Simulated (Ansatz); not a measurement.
# C2H4N−: single points off equilibrium

Aim: energy, forces and dipole at a frame of a short trajectory, from CCSD(T) and from density functionals.

Computed with Ansatz 0.2.0, Gaussian basis. Level: single points in def2-TZVPPD.

Correlated methods freeze the cores.

1 further run of the same task is left out (it didn't finish).

### Step 1. Starting geometry

SMILES `[CH-]=NC`, 7 atoms, charge -1, spin multiplicity 1.

Atoms are counted from 1 here; the program's logs count them from 0.

Bond lengths: C1–N2 1.263 Å, C1–H4 1.163 Å, N2–C3 1.538 Å, C3–H5 1.133 Å, C3–H6 1.096 Å, C3–H7 1.202 Å. Angles: N2–C1–H4 109.8°, C1–N2–C3 119.1°, N2–C3–H5 114.0°, N2–C3–H6 106.2°, N2–C3–H7 105.6°, H5–C3–H6 107.9°, H5–C3–H7 111.2°, H6–C3–H7 111.8°.

As a file:

```xyz
7
charge -1, multiplicity 1
C    -1.2574   -0.5934   -0.6630
N    -0.7210    0.1046    0.2429
C     0.8119    0.2167    0.2906
H    -2.4125   -0.4571   -0.6348
H     1.3423   -0.7723    0.4494
H     1.0455    0.8652    1.1433
H     1.1324    0.7190   -0.7537
```

### Step 2. PBE-D4/def2-TZVPPD

File run/in.yaml:

```yaml
crystal:
  periodic: [false, false, false]
  atoms:
    - {symbol: C, position_ang: [-1.257424, -0.593387, -0.663019]}
    - {symbol: N, position_ang: [-0.721028, 0.104638, 0.242909]}
    - {symbol: C, position_ang: [0.811912, 0.216733, 0.290622]}
    - {symbol: H, position_ang: [-2.412512, -0.457120, -0.634777]}
    - {symbol: H, position_ang: [1.342345, -0.772304, 0.449446]}
    - {symbol: H, position_ang: [1.045541, 0.865204, 1.143322]}
    - {symbol: H, position_ang: [1.132421, 0.719035, -0.753717]}
basis:
  gaussian: {orbitals: "def2-TZVPPD.json"}
total_charge: -1
hamiltonian: {xc: pbe, dispersion: d4}
output: {forces: true}
```

The basis file named in the input lies beside it (Basis Set Exchange, JSON).

Launch:

```bash
ansatz run in.yaml --threads 2 --pin off --events-out ev --progress --plain --max-ram 3481MiB
```

### Step 3. r2SCAN-D4/def2-TZVPPD

run/in.yaml, as its differences from that of step 2:

```diff
@@ -13,3 +13,3 @@
 total_charge: -1
-hamiltonian: {xc: pbe, dispersion: d4}
+hamiltonian: {xc: r2scan, dispersion: d4}
 output: {forces: true}
```

### Step 4. PBE0-D4/def2-TZVPPD

run/in.yaml, as its differences from that of step 3:

```diff
@@ -13,3 +13,3 @@
 total_charge: -1
-hamiltonian: {xc: r2scan, dispersion: d4}
-output: {forces: true}
+hamiltonian: {xc: pbe0, dispersion: d4}
+output: {forces: true, orbitals: {seedname: orbitals}}
```

### Step 5. wB97M-V/def2-TZVPPD

run/in.yaml, as its differences from that of step 4:

```diff
@@ -13,3 +13,3 @@
 total_charge: -1
-hamiltonian: {xc: pbe0, dispersion: d4}
-output: {forces: true, orbitals: {seedname: orbitals}}
+hamiltonian: {xc: {name: wB97M-V}}
+output: {forces: true}
```

### Step 6. CCSD(T)/def2-TZVPPD

run/in.yaml, as its differences from that of step 5:

```diff
@@ -13,3 +13,3 @@
 total_charge: -1
-hamiltonian: {xc: {name: wB97M-V}}
+correlation: {method: ccsd_t}
 output: {forces: true}
```

(Steps that only read results are left out.)

Before running it: what results should come out? Wanted: RMS force component; RMS force error; HOMO and LUMO, PBE0-D4; T1 diagnostic.

As calculated:

```
              quantity                                                             value
   RMS force component                              0.873 to 1.097 eV/Å over the methods
       RMS force error  PBE-D4 0.283, r2SCAN-D4 0.293, PBE0-D4 0.339, wB97M-V 0.254 eV/Å
HOMO and LUMO, PBE0-D4                                                  1.30 and 4.34 eV
         T1 diagnostic                                                             0.022
```

In words: The forces of wB97M-V come nearest to CCSD(T), those of PBE0-D4 are farthest. Frozen-core CCSD(T) forces in triple zeta carry basis errors of their own, and this is one geometry, so small gaps rank nothing.
